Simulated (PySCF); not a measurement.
Fractional electron number in S (sulfur, neutral)

The 3p beta orbital of [Ne] 3s2 3p4 is emptied in steps (occupation f), with all orbitals relaxed, ending at [Ne] 3s2 3p3. All numbers are calculated (PySCF 2.14, the non-relativistic Hamiltonian (point nucleus), in aug-pcseg-2 (6s5p3d2f, 50 functions)). The exact energy is a straight line in f; departures are measured from the line between the end points of the same method.

```csv
f,UHF (eV),LDA (eV),PBE (eV),PBE0 (eV),r2SCAN (eV),LC-wPBE (eV),BHandHLYP (eV),wB97X (eV),HSE06 (eV),BLYP (eV)
1,0.000,0.000,0.000,0.000,0.000,0.000,0.000,0.000,0.000,0.000
0.75,0.191,-0.831,-0.805,-0.561,-0.740,-0.040,-0.341,-0.121,-0.637,-0.824
0.5,0.241,-1.116,-1.075,-0.747,-0.977,-0.050,-0.462,-0.168,-0.848,-1.106
0.25,0.172,-0.841,-0.803,-0.556,-0.722,-0.033,-0.352,-0.134,-0.633,-0.834
0,0.000,0.000,0.000,0.000,0.000,0.000,0.000,0.000,0.000,0.000
```

```
   method  E(f=0) − E(f=1) (eV)  −ε at f=1 (eV)  −ε at f=0.5 (eV)
      UHF                 9.242          10.321             9.192
      LDA                10.568           6.175            10.543
      PBE                10.442           6.165            10.447
     PBE0                10.415           7.427            10.428
   r2SCAN                10.387           6.420            10.437
  LC-wPBE                10.525          10.310            10.543
BHandHLYP                10.368           8.582            10.336
    wB97X                10.469           9.843            10.438
    HSE06                10.419           7.025            10.430
     BLYP                10.425           6.070            10.398
```

Orbital energy along the path (eV):

| f | UHF | LDA | PBE | PBE0 | r2SCAN | LC-wPBE | BHandHLYP | wB97X | HSE06 | BLYP |
| --- | --- | --- | --- | --- | --- | --- | --- | --- | --- | --- |
| 1 | -10.321 | -6.175 | -6.165 | -7.427 | -6.420 | -10.310 | -8.582 | -9.843 | -7.025 | -6.070 |
| 0.75 | -9.708 | -8.326 | -8.285 | -8.919 | -8.435 | -10.425 | -9.437 | -10.129 | -8.719 | -8.202 |
| 0.5 | -9.192 | -10.543 | -10.447 | -10.428 | -10.437 | -10.543 | -10.336 | -10.438 | -10.430 | -10.398 |
| 0.25 | -8.750 | -12.799 | -12.605 | -11.920 | -12.361 | -10.634 | -11.280 | -10.783 | -12.125 | -12.635 |
| 0 | -8.365 | -15.060 | -14.682 | -13.343 | -14.181 | -10.666 | -12.289 | -11.242 | -13.758 | -14.883 |

Reference removal energy between the ground levels: 10.360 eV (measured; NIST Atomic Spectra Database, ionization energies). The calculation has no spin-orbit coupling. UHF lacks correlation.
